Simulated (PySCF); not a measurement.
**Quadrupole coupling of isocyanodiacetylene: levels of theory against gas-phase measurements**

Values to reproduce (atoms as numbered below): 14N at N2: χzz = 0.96 MHz [1].
[1] measured, gas; W. C. Bailey, Calculation of NQCC in Gaseous State Molecules (compilation of microwave values)

Species: isocyanodiacetylene, C5HN.
Numbering: `[C-:1]#[N+:2][C:3]#[C:4][C:5]#[CH:6]` (hydrogens: H7 on C6)

Task: What do the calculations give?

Result: PySCF, non-relativistic, all at one geometry, with Q(14N) = 0.02044 b:

```csv
level,functions,14N N2 (MHz),computed/reference − 1 (%)
B3LYP/pcJ-1,172,1.115,+16.1
PBE0/pcSseg-1,107,1.068,+11.2
```

Closest here is PBE0/pcSseg-1 (11.2 % unsigned error), furthest B3LYP/pcJ-1 (16.1 %); one molecule doesn't rank methods. Computed values are for fixed nuclei, while measured ones can include vibrational averaging. Geometry: GFN2-xTB; no solvent, vibrations or thermal averaging. GFN2-xTB bond lengths can be off by several hundredths of an ångström, more for odd bonds, and the gradients follow them.
